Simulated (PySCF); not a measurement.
```xyz
4
charge 0 multiplicity 1, angstrom
P    -0.4110    0.0000    0.0000
N     1.0931    0.0000    0.0000
H    -1.2773    1.1245    0.0000
H    -1.2773   -1.1245    0.0000
```

Computed with PBE0/[P def2-TZVP, N def2-TZVP, H def2-TZVP], no relativity, density fitting, PySCF.

This geometry of H₂PN is a stationary point at this level.

Question: What is the point group?

Answer: C2v.

Question: Is it a minimum?

Answer: Yes: all harmonic wavenumbers are real.

Question: Which band is strongest in the infrared?

Answer: 2382 cm⁻¹ (b2), 87 km/mol.

Question: Give the atomic charges and bond orders.

Answer: 
| atom | Mulliken | Löwdin | polar tensor | Mayer order to P1 |
| --- | --- | --- | --- | --- |
| P1 | 0.22 | 0.40 | 0.48 | – |
| N2 | -0.38 | -0.40 | -0.34 | 2.59 |
| H3,4 | 0.08 | 0.00 | -0.07 | 0.84 |

Other isomers or separated fragments may lie lower.
